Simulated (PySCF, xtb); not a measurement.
HN, SMILES [NH], multiplicity 3.

Harmonic wavenumbers (cm⁻¹) from GFN2-xTB run with xtb 6.7.1 at its own minimum, in rising order: 3277.

Problem. What does PBE-D3(BJ)/def2-TZVPD (PySCF) give at its own minimum? (Estimate from the structure and the level; the computed values follow.)

Solution. 3168. Paired by order, the mean absolute difference is 109 cm⁻¹ and the zero-point energies are 4.7 and 4.5 kcal/mol.
